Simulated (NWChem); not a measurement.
The numbers come from NWChem runs, not from measurements. System: P2, charge 0, spin multiplicity 1, displaced from the optimised geometry.

The NWChem input:

```
start mol
memory heap 100 mb stack 700 mb global 1900 mb
geometry units angstroms nocenter noautoz noautosym
  P      0.000000     0.000000     2.836632
  P      0.000000     0.000000    -0.945544
end
basis spherical
  * library cc-pvdz
end
scf
  rhf
  nopen 0
  maxiter 100
  thresh 1e-7
  semidirect memsize 60000000 filesize 0
end
ccsd
  freeze core 10
  maxiter 60
end
task ccsd(t) energy
```

The output up to the point where the run's verdict is printed (cleaned and shortened):

```
             Northwest Computational Chemistry Package (NWChem) 7.3.0
             --------------------------------------------------------

                                NWChem Input Module
                                -------------------

 Scaling coordinates for geometry "geometry" by  1.889725989
 (inverse scale =  0.529177249)

                             Geometry "geometry" -> ""
                             -------------------------

 Output coordinates in angstroms (scale by  1.889725989 to convert to a.u.)

  No.       Tag          Charge          X              Y              Z
 ---- ---------------- ---------- -------------- -------------- --------------
    1 P                   15.0000     0.00000000     0.00000000     2.83663200
    2 P                   15.0000     0.00000000     0.00000000    -0.94554400

 Effective nuclear repulsion energy (a.u.)      31.4805236522

            Nuclear Dipole moment (a.u.)
            ----------------------------
        X                 Y               Z
 ---------------- ---------------- ----------------
     0.0000000000     0.0000000000    53.6045721044


 Summary of "ao basis" -> "" (spherical)
 ------------------------------------------------------------------------------
       Tag                 Description            Shells   Functions and Types
 ---------------- ------------------------------  ------  ---------------------
 *                          cc-pvdz                   on all atoms

 Summary of "ao basis" -> "ao basis" (spherical)
 ------------------------------------------------------------------------------
       Tag                 Description            Shells   Functions and Types
 ---------------- ------------------------------  ------  ---------------------
 P                          cc-pvdz                  8       18   4s3p1d

                                 NWChem SCF Module
                                 -----------------

  ao basis        = "ao basis"
  functions       =    36
  atoms           =     2
  closed shells   =    15
  open shells     =     0
  charge          =   0.00
[...]
  29     -1.2423706109 -7.006D-01  3.525D+00     0.58     0.00     0.58
  30     -0.8272163121  4.152D-01  2.443D+00     0.58     0.00     0.58
  31     -4.8693135802 -4.042D+00  1.631D+01     0.58     0.00     0.58
  32     -5.2173128413 -3.480D-01  2.093D+01     0.58     0.00     0.58
  33     -0.7421614794  4.475D+00  1.369D+00     0.58     0.00     0.58
  34     -0.9018436529 -1.597D-01  1.941D+00     0.58     0.00     0.58
  35     -0.6594172412  2.424D-01  1.128D+00     0.58     0.00     0.58
  36     -0.9064311585 -2.470D-01  1.866D+00     0.58     0.00     0.58
  37     -1.3150891258 -4.087D-01  3.385D+00     0.58     0.00     0.58
  38     -0.4868181323  8.283D-01  4.939D-01     0.59     0.00     0.58
  39     -0.6073095446 -1.205D-01  1.455D+00     0.58     0.00     0.58
  40     -0.8237399708 -2.164D-01  2.416D+00     0.58     0.00     0.58
  41     -0.6577142571  1.660D-01  1.618D+00     0.58     0.00     0.58
  42     -0.7725187159 -1.148D-01  2.157D+00     0.58     0.00     0.58
  43     -0.5452710597  2.272D-01  8.085D-01     0.58     0.00     0.58
  44     -0.6218807013 -7.661D-02  9.475D-01     0.58     0.00     0.58
  45     -0.7932563921 -1.714D-01  1.506D+00     0.58     0.00     0.58
  46     -0.8273235055 -3.407D-02  1.628D+00     0.58     0.00     0.58
  47     -0.5753618543  2.520D-01  7.436D-01     0.59     0.00     0.58
  48     -0.4990123612  7.635D-02  6.536D-01     0.59     0.00     0.58
  49     -0.5232552495 -2.424D-02  8.331D-01     0.58     0.00     0.58
  50     -0.5449882710 -2.173D-02  9.508D-01     0.58     0.00     0.58
  51     -0.5248620029  2.013D-02  8.470D-01     0.58     0.00     0.58
  52     -0.5448451360 -1.998D-02  8.697D-01     0.59     0.00     0.59
  53     -0.7329534292 -1.881D-01  1.319D+00     0.58     0.00     0.58
  54     -0.5427304191  1.902D-01  9.165D-01     0.58     0.00     0.58
  55     -0.5226302693  2.010D-02  7.577D-01     0.58     0.00     0.58
  56     -0.5236842007 -1.054D-03  6.032D-01     0.58     0.00     0.58
  57     -0.5286042809 -4.920D-03  6.401D-01     0.58     0.00     0.58
  58     -0.5370823240 -8.478D-03  6.527D-01     0.58     0.00     0.58
  59     -0.8207056933 -2.836D-01  1.543D+00     0.58     0.00     0.58
  60     -0.6100886978  2.106D-01  1.138D+00     0.58     0.00     0.58
                  ****maximum iterations exceeded****
-------------------------------------------------------------------------

 -----------
 CCSD Energy
 -----------
 Reference energy:            -681.019996932076197
 CCSD corr. energy:             -0.610088697843887
 Total CCSD energy:           -681.630085629920131

 --------------------------------
 Spin Component Scaled (SCS) CCSD
 --------------------------------
 Same spin contribution:                 -0.231939733697510
 Same spin scaling factor:                1.130000000000000
 Opposite spin contribution:             -0.378148964146377
 Opposite spin scaling fact.:             1.270000000000000
 SCS-CCSD correlation energy:            -0.742341083544085
 Total SCS-CCSD energy:                -681.762338015620230

 routine      calls  cpu(0)   cpu-min  cpu-ave  cpu-max   i/o
 aoccsd          1     0.00     0.00     0.00     0.00    0.00
 iterdrv         1     0.01     0.01     0.01     0.01    0.00
 pampt          60     0.03     0.03     0.03     0.03    0.00
 t2pm           60     0.05     0.05     0.05     0.05    0.00
 sxy            60     0.11     0.11     0.11     0.11    0.00
 ints      1095600    34.05    34.05    34.05    34.05    0.00
 t2eri        8160     0.49     0.49     0.49     0.49    0.00
 idx2         8160     0.14     0.14     0.14     0.14    0.00
 idx34          60     0.02     0.02     0.02     0.02    0.00
 ht2pm          60     0.06     0.06     0.06     0.06    0.00
 itm            60     0.11     0.11     0.11     0.11    0.00
 pdiis          60     0.01     0.01     0.01     0.01    0.00
 Total                35.07    35.07    35.07    35.07    0.00
```

The program stopped with an error. NWChem stopped with the message: ccsd(t) energy failed.
